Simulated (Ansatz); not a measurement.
Relaxation of BH7N2 (10 atoms, charge 0, multiplicity 1), to a largest force component of 0.03 eV/Å in at most 50 steps.

Method: Ansatz 0.2.0, RKS PBE0-D4/def2-SVP.

```xyz
10
Properties=species:S:1:pos:R:3
B 0.057 -0.109 0.179
N 0.072 -0.319 1.647
H -0.785 -0.534 2.132
H 0.910 -0.550 2.161
N 1.237 -0.070 -0.583
H 2.167 -0.134 -0.194
H 1.218 0.123 -1.573
H -1.012 0.003 -0.373
H -0.133 2.256 0.562
H -0.157 1.891 1.180
```

Question: Where does it end, and by what steps?

Answer: The run converged. The force dipped under the threshold on the way, but the program's further checks kept it going. After 16 steps the energy has fallen by 0.351 eV; H9 moved furthest, 1.59 Å.

| step | energy less start (eV) | largest force component (eV/Å) | accepted |
| --- | --- | --- | --- |
| 0 | 0.0000 | 2.063 | yes |
| 1 | -0.2048 | 1.014 | yes |
| 2 | -0.2744 | 0.368 | yes |
| 3 | -0.3046 | 0.164 | yes |
| 4 | -0.3182 | 0.059 | yes |
| 5 | -0.3277 | 0.116 | yes |
| 6 | -0.3157 | 1.033 | no |
| 7 | -0.3333 | 0.054 | yes |
| 8 | -0.3366 | 0.214 | yes |
| 9 | -0.3409 | 0.311 | yes |
| 10 | -0.3439 | 0.257 | yes |
| 11 | -0.3467 | 0.200 | yes |
| 12 | -0.3494 | 0.122 | yes |
| 13 | -0.3503 | 0.010 | yes |
| 14 | -0.3509 | 0.027 | yes |
| 15 | -0.3512 | 0.053 | yes |
| 16 | -0.3513 | 0.029 | yes |

```xyz
10
Properties=species:S:1:pos:R:3
B 0.137 -0.465 -0.026
N 0.069 -0.158 1.354
H -0.802 -0.183 1.862
H 0.875 0.009 1.941
N 1.347 -0.510 -0.749
H 2.259 -0.328 -0.352
H 1.370 -0.713 -1.737
H -0.897 -0.697 -0.616
H -0.444 3.166 1.829
H -0.339 2.435 1.634
```

Run time: 24 s on 2 threads of Intel(R) Xeon(R) Platinum 8175M CPU @ 2.50GHz (Skylake/Cascade Lake), on a shared host, peak memory 0.16 GiB.
